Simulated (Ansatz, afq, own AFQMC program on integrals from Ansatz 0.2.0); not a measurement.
# BNH4, singlet in cc-pVDZ, levels against CCSDT(Q)

```xyz
6

B     0.0000    0.0000    0.7672
N     0.0000    0.0000   -0.6178
H     0.0000    1.0469    1.3476
H     0.0000   -1.0469    1.3476
H     0.0000    0.8414   -1.1691
H     0.0000   -0.8414   -1.1691
```

Connectivity, by distances: BH2–NH2.

Basis cc-pVDZ. Noble-gas cores (and the filled d shells of Ga–Kr and In–Xe) are frozen. AFQMC by an in-house program on the Cholesky factors that Ansatz 0.2.0 writes for its CCSD(T) run. ph-AFQMC/CISD is guided by a CISD state made of CCSD amplitudes; releasing the constraint for a short imaginary time cuts its bias at the price of noise, slowly where states lie close. ± is one standard error of the sampling.

Determinant: RHF, the one that the program's search chose, which needn't be the lowest solution. The geometry is a PBE0/def2-TZVP stationary point of this or a neighbouring charge and spin state.

No full CI on the walks' own integrals is used here; CCSDT(Q) serves as the reference and is uncertain by about the last step of the cluster series.

The T1 diagnostic is 0.0143. The weight of the determinant in the CISD state is 0.894. The size of the correlated space is 12 electrons in 46 orbitals.

Reference: CCSDT(Q), correlation energy -8.198 eV. The released energy is read at 2.40 1/Eh (meV from the phaseless value at times in 1/Eh: 8 ± 14 at 0.24, 15 ± 11 at 0.51, -1 ± 14 at 0.99, 6 ± 14 at 1.62, 5 ± 20 at 2.40).

```
         level  E − E(reference) (kJ/mol)  share of correlation (%)
            HF                      791.0                      0.00
           MP2                       95.6                     87.91
          CCSD                       21.8                     97.24
       CCSD(T)                        2.9                     99.64
         CCSDT                        1.4                     99.83
   ph-AFQMC/HF                 -2.7 ± 5.9                    100.34
 ph-AFQMC/CISD                 -0.9 ± 1.3                    100.11
released AFQMC                 -0.4 ± 1.9                    100.05
```

A walk keeps the symmetry of its determinant, which the program's search chose and which needn't be the lowest solution, so a lower state of the same spin and another symmetry isn't excluded. Released energies are given only where the last usable release times agree within the noise; a slower fall can still hide under it.
